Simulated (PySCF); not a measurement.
## N: ionisation energy

N [He] 2s2 2p3 (4S) → N⁺ [He] 2s2 2p2 (3P), as a difference of total energies. All numbers are calculated (PySCF 2.14, scalar relativity by spin-free X2C-1e, in dyall-av3z). Correlated levels: valence: 1s2 frozen; virtual orbitals above 40 to 60 times the deepest correlated orbital energy dropped. The calculations carry no spin-orbit coupling.

| method | ionisation energy (eV) |
| --- | --- |
| UHF | 13.889 |
| LDA | 15.004 |
| PBE | 14.727 |
| PBE0 | 14.697 |
| r2SCAN | 14.809 |
| revPBE | 14.655 |
| TPSSh | 14.663 |
| BP86 | 14.751 |
| MP2 (valence) | 14.580 |

Problem. Estimate what SCS-MP2 (valence) gives.

Solution. 14.320 eV, closest to MP2 (valence) among the rows shown.

Problem. Estimate what PBEsol gives.

Solution. 14.742 eV, closest to BP86 among the rows shown.

Errors of the correlated levels include the incompleteness of this basis and the frozen core.

For comparison: 14.545 eV (measured; NIST levels, between the centres of gravity of the two terms).
